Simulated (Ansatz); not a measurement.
Results of r²SCAN+rVV10 (PAW; Ansatz, a first-principles code) for Sb2O3 (Pccn, No. 56).

Run with plane-wave cutoff 500 eV, 8×4×8 k mesh (along the axes of the cell as run), Fermi–Dirac smearing 0.05 eV, scalar-relativistic PAW data made under PBE.

Computed at the level's own relaxed cell.

Task: Give the computed volume per atom and band gap.

Result: 
- volume per atom: 16.29 Å³/atom
- band gap: 2.30 eV (on the SCF k mesh)

Note: the relaxation could not lower the start's symmetry, so the cell can be a saddle point above a distorted one.

Spin–orbit coupling is not included.

Computed values are for the static lattice.
